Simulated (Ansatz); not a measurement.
**Energy profile**

The step: SiH₄SO ([OH][SiH2][SH]) → SiH₂O ([O][SiH2]) + H₂S (still joined by a long Si–S bond); bonds formed: S2–H4; bonds broken: O3–H4; bonds weakened to dative contacts: Si1–S2 (atoms numbered as in the saddle structure below).

```xyz
7
angstrom
Si -0.6853 -0.1310 0.5749
S 1.5199 0.0173 -0.4279
O -1.0244 1.2668 0.0008
H 0.6202 1.1135 -0.5499
H -1.2075 -1.3970 -0.0096
H -0.3255 -0.3535 2.0009
H 1.1025 -0.5161 -1.5891
```

Electronic energies by CCSD(T) at an estimated basis limit (MP2 extrapolated from triple and quadruple zeta, plus CCSD(T) − MP2 in triple zeta), on PBE0-D4/def2-TZVP structures; SiH₄SO, singlet; no counterpoise correction. Program: Ansatz 0.2.0. Basis: def2-TZVPP and def2-QZVPP. Cores are frozen in the correlated methods. Extrapolation: Hartree–Fock as exp(−7.88 √X), correlation as X^−2.97.

(1) Give the profile in kcal/mol, counted from the start structure. (An estimate is asked for; the value comes from the calculation.)

No T1 diagnostic of these runs exceeds 0.023.

## Answers

(1) Computed:
```
                                                                                       point  kcal/mol
                                                                             start structure      0.00
                                                                                      saddle     54.34
                                                                               end structure     50.44
separated: SiH₂O (linked as [O][SiH2]; Si1, O3, H5, H6; singlet) + H₂S (S2, H4, H7; singlet)     61.81
```

For scale, one of the runs: CCSD(T)/def2-TZVPP, 171 basis functions, launched by `ansatz run in.yaml --threads 2 --pin off --events-out ev --progress --plain --max-ram 4352MiB`. Time: 33 s of wall clock on 2 CPU threads of an Arm Neoverse V1; the host was shared. Peak host memory: 1.4 GiB.
